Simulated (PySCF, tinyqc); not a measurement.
A ladder of methods, and size consistency: correlation methods against full CI in the sto-3g basis, for CH2, spin multiplicity 1. Computed by the program tinyqc with PySCF. All electrons correlated; +Q is the Davidson correction (1 - c0^2) E_corr. The last columns treat two copies 100 angstrom apart as one system. FCI is the lowest singlet.

Geometry (angstrom):
```
atom       x        y       z
C     0.0000   0.0000  0.0000
H     0.0000   0.8900  0.5500
H     0.0000  -0.9170  0.5670
```

RHF energy of one = -38.358964 hartree

Correlation energies (hartree):
```
method   E_corr of one  share of FCI (%)  E_corr of two at 100 angstrom  two minus twice one (mhartree)
MP2           -0.03229            57.488                       -0.06458                           0.000
CISD          -0.05331            94.920                       -0.10073                           5.899
CISD+Q        -0.05687           101.244                       -0.11066                           3.072
CCSD          -0.05559            98.967                       -0.11117                           0.000
CCSD(T)       -0.05587            99.471                       -0.11174                           0.000
FCI           -0.05617           100.000                              -                               -
```

What does the comparison show, and why?

MP2 recovers 57 %, CISD 94.9 % and CCSD 99.0 % of the FCI value (c0^2 = 0.933 in CISD). MP2 and coupled cluster are size consistent, so their last column vanishes; CISD loses 5.90 mhartree, since a double excitation on each copy is a quadruple of the pair, and the Davidson correction leaves +3.07. The restricted reference is unstable here: a spin-polarised solution lies 0.0386 hartree lower (PySCF), so results built on it describe a poor reference.
